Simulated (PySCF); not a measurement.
Orbital picture of Li₂

B2PLYP at R = 2.741 Å; PySCF, spin-free X2C with a Gaussian nucleus, basis sets Li jorge-DZP-DKH. State: ¹Σg⁺ (singlet), closed shell. Only the outer orbitals are listed.

| orbital | occ. | ε (eV) | main shells (%) |
| --- | --- | --- | --- |
| σg | 2 | -59.69 | 100 s |
| σu | 2 | -59.68 | 100 s |
| σg | 2 | -4.14 | 92 s |
| σu | 0 | -0.71 | 82 p, 18 s |
| πu | 0 | -0.08 | 100 p |
| πu | 0 | -0.08 | 100 p |

Question: Which are the highest filled and the lowest empty level, where do they sit, and how wide is the gap?

Answer: Highest filled σg at -4.14 eV (in %: 92 s); lowest empty σu at -0.71 eV (in %: 82 p, 18 s); the gap at B2PLYP is 3.43 eV.

```
bond order (Mayer) : 1.01
⟨S²⟩               : 0.000
```

Correlated steps freeze no core orbitals. Closed-shell solutions of metal pairs were not tested for spin polarisation, which can lower them a little. B2PLYP dipoles, levels and charges come from its SCF part alone.
